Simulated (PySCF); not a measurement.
Gas-phase reaction: 2 BHCl₂ ⇌ BCl + 2 H + BCl₃

Computed with PySCF (xtb for GFN2) and rigid-rotor harmonic-oscillator thermochemistry at 1 bar. † marks an energy on the PBE0/def2-TZVP geometry and frequencies; other levels use their own. CCSD(T) freezes the core. Open shells (unrestricted): H (multiplicity 2); the rest are closed-shell singlets. GFN2 has no spin-polarisation term. CCSD(T) isn't extrapolated to the basis-set limit; its ΔH°(298 K) is 684.9 kJ in def2-SVP and 702.2 kJ in def2-TZVPP. The harmonic model lacks anharmonicity and excited electronic states, which grow with temperature; levels with a mode under 35 cm⁻¹ are left out.

| level | ΔE electronic, kJ | ΔH°(298 K), kJ | ΔS°(298 K), J/K | ΔG°(1800 K), kJ |
|---|---|---|---|---|
| CCSD(T)/def2-TZVPP† | 743 | 702 | 196 | 310 |
| GFN2-xTB | 911 | 874 | 197 | 484 |
| PBE0/def2-SVP† | 760 | 719 | 196 | 326 |
| LDA/def2-TZVP† | 816 | 775 | 196 | 383 |
| ωB97X-V/def2-TZVP† | 764 | 723 | 196 | 331 |
ΔH° is lowest at CCSD(T)/def2-TZVPP† and highest at GFN2-xTB. No reference value is set beside these.
